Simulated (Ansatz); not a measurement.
What does this script print? It uses Ansatz 0.2.0, Python API.

`composite_bfh.py`:
```python
"""A composite energy for BFH: DFT geometry, MP2 basis limit, coupled-cluster correction."""

import itertools

import ansatz as az
from ase.data import atomic_numbers, covalent_radii
import numpy as np

GEOMETRY = """
B    -0.33540    0.08800   -0.18240
F     0.65440    0.88800    0.45740
H    -0.33000   -1.04080   -0.28820
"""

molecule = az.Crystal.molecule()
for line in GEOMETRY.strip().splitlines():
    symbol, *xyz = line.split()
    molecule = molecule.atom(symbol, [float(v) for v in xyz])

calculation = molecule.calculation().basis(gaussian="def2-SVP").functional("B3LYP").spin("collinear", total=1)
symbols = [site.symbol for site in molecule.cartesian_sites]
start = np.array([site.position_ang for site in molecule.cartesian_sites], dtype=float)
rep = calculation.relax(force_tolerance=0.01).run(threads=1).report
end = np.array(rep["positions_ang"])
# pairs closer than 1.2 times the sum of covalent radii, before or after
radius = [covalent_radii[atomic_numbers[s]] for s in symbols]
span = lambda where, i, j: np.linalg.norm(where[i] - where[j])
bonded = [(i, j) for i, j in itertools.combinations(range(len(symbols)), 2) if min(span(start, i, j), span(end, i, j)) < 1.2 * (radius[i] + radius[j])]
print("pair        before    after (A)")
for i, j in bonded:
    print(f"{symbols[i]}{i}-{symbols[j]}{j}".ljust(10), f"{span(start, i, j):8.4f} {span(end, i, j):8.4f}")
for first, second in list(itertools.combinations(bonded, 2)):
    shared = set(first) & set(second)
    if shared and symbols[(j := shared.pop())] != "H":
        i, k = sorted((set(first) | set(second)) - {j})
        u, v = end[i] - end[j], end[k] - end[j]
        angle = np.degrees(np.arccos(np.clip(u @ v / np.linalg.norm(u) / np.linalg.norm(v), -1, 1)))
        print(f"final angle {symbols[i]}{i}-{symbols[j]}{j}-{symbols[k]}{k}: {angle:.2f} deg")

minimum = az.Crystal.molecule()
for symbol, place in zip(symbols, end):
    minimum = minimum.atom(symbol, place.tolist())
at_minimum = minimum.calculation().spin("collinear", total=1)
# MP2 extrapolated to the basis limit, plus the small-basis difference CCSD(T) - MP2
level = lambda method, basis: at_minimum.basis(gaussian=basis).correlation(method).run(threads=1).report
small, large, cluster = level("mp2", "cc-pVDZ"), level("mp2", "cc-pVTZ"), level("ccsd_t", "cc-pVDZ")
corr = lambda each: (each["free_energy_ev"] - each["reference_energy_ev"]) / 27.211386246
mp2_limit = (27 * corr(large) - 8 * corr(small)) / 19
pieces = {"HF / cc-pVTZ": large["reference_energy_ev"] / 27.211386246, "MP2 correlation, DZ-TZ limit": mp2_limit, "CCSD(T) - MP2 / cc-pVDZ": corr(cluster) - corr(small)}
for name, value in pieces.items():
    print(f"{name:32s} {value:14.6f} Ha")
print(f"{'sum':32s} {sum(pieces.values()):14.6f} Ha")
print("T1 diagnostic", round(cluster["correlation"]["coupled_cluster"]["t1_diagnostic"], 4))
```

Output of `python composite_bfh.py`:
```text
pair        before    after (A)
B0-F1        1.4244   1.3030
B0-H2        1.1338   1.2166
final angle F1-B0-H2: 121.50 deg
HF / cc-pVTZ                        -124.732495 Ha
MP2 correlation, DZ-TZ limit          -0.360066 Ha
CCSD(T) - MP2 / cc-pVDZ               -0.018575 Ha
sum                                 -125.111136 Ha
T1 diagnostic 0.0178
```

Total energies depend on the basis set; only differences at equal settings carry meaning. The sum leaves out core correlation, relativity, the Hartree-Fock basis error and zero-point energy; a DZ-TZ extrapolation is rough. The run takes the species as open-shell (spin multiplicity 2), which needn't be its ground state. b3lyp holds the VWN-RPA fit, as in Gaussian; the form of ORCA and Turbomole is b3lyp5. Inner cores stay frozen, so this is valence correlation. An extrapolation from small basis sets is rough. Wall time of the script: 5.7 s on 1 thread of Arm Neoverse V1 (shared host), peak memory 0.18 GiB.
